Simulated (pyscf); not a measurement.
Addition across a multiple bond or ene-type step: H₂Si=AsH + H₂O → HO–SiH₂–AsH₂

Gas phase, singlet surface, charge 0. Bonds broken: O6–H7. Bonds formed: As1–H7, Si2–O6. PySCF, gas phase, ωB97X-D3(BJ)/def2-SVP geometries. MP2 and CC: frozen core, UHF for open shells. ΔMP2 is the change of the MP2 total energy from the triple- to the quadruple-zeta basis.

Transition state (Å):

```xyz
8

As    -1.7223     1.2157     0.4516
Si    -0.1048    -0.1811    -0.3102
H     -0.6028     2.1159     0.9721
H     -0.4115    -1.2589    -1.2850
H      1.3243     0.2189    -0.4472
O     -0.1298    -1.0754     1.3149
H     -0.9502    -0.2692     1.5554
H      0.6517    -1.0220     1.8897
```

One imaginary mode, 1148i cm⁻¹; descent along it reached the two sides named, in the forms told below.

| bond | change | reactant side (Å) | saddle | product side |
|---|---|---|---|---|
| O6–H7 | breaks | 0.979 | 1.175 | 3.3 |
| As1–H7 | forms | 2.9 | 2.005 | 1.519 |
| Si2–O6 | forms | 2.100 | 1.855 | 1.669 |

Electronic energies relative to the separated reactants (kcal/mol):

| level | barrier | reaction energy | reverse barrier |
|---|---|---|---|
| ωB97X-D3(BJ)/def2-TZVP | -6.3 | -53.7 | 47.4 |
| PBE/def2-TZVP | -7.7 | -45.6 | 37.9 |
| r²SCAN/def2-TZVP | -8.2 | -50.5 | 42.3 |
| B3LYP-D3(BJ)/def2-TZVP | -4.6 | -49.2 | 44.6 |
| PBE0-D3(BJ)/def2-TZVP | -7.9 | -50.1 | 42.2 |
| M06-2X/def2-TZVP | -7.3 | -51.1 | 43.8 |
| ωB97M-D3(BJ)/def2-TZVP | -6.3 | -51.5 | 45.1 |
| HF/def2-TZVP | 6.5 | -53.7 | 60.2 |
| MP2/def2-QZVPP | -5.5 | -49.2 | 43.7 |
| CCSD/def2-TZVPP | 0.0 | -49.2 | 49.1 |
| CCSD(T)/def2-TZVPP | -1.4 | -47.7 | 46.3 |
| CCSD(T)/def2-TZVPP + ΔMP2(QZVPP) | -1.8 | -47.5 | 45.7 |

With CCSD(T)/def2-TZVPP + ΔMP2(QZVPP) energies and thermal terms (ideal gas, 1 atm, RRHO with modes under 100 cm⁻¹ raised to 100, one conformer, R ln 2 for chiral ones without a mode under 150 cm⁻¹), in kcal/mol:

| T (K) | ΔH‡ | ΔG‡ | ΔH | ΔG |
|---|---|---|---|---|
| 298 | -3.5 | 7.2 | -47.4 | -37.6 |
| 600 | -3.5 | 18.0 | -46.9 | -27.7 |
| 900 | -2.8 | 28.7 | -45.8 | -18.4 |
| 1200 | -2.0 | 39.0 | -44.5 | -9.4 |

On the reactant side the descent ends in an adduct with a O–Si contact, 10.3 kcal/mol under the separated species and 4.0 kcal/mol under the saddle at ωB97X-D3(BJ)/def2-TZVP. At ωB97X-D3(BJ)/def2-TZVP, PBE, r²SCAN, B3LYP-D3(BJ), PBE0-D3(BJ), M06-2X, ωB97M-D3(BJ)/def2-TZVP, MP2, CCSD(T), CCSD(T) the saddle lies under the separated reactants, which points to a path from their complex (located at ωB97X-D3(BJ) alone). What is counted as formed (O–Si) is already present as a longer contact in the reactant adduct; forming that adduct is a step of its own. This is the saddle that the search found; another between the same sides may lie lower. The CCSD(T) − MP2 part came from Ansatz, without density fitting, on the same reference. The frozen core leaves the outer d or s,p core shells of the metals and heavy elements correlated in the MP2 and CC values, and def2-TZVPP describes them poorly, which can shift differences by a few kcal/mol. Elements up to Kr have no core potential and no relativistic terms here.
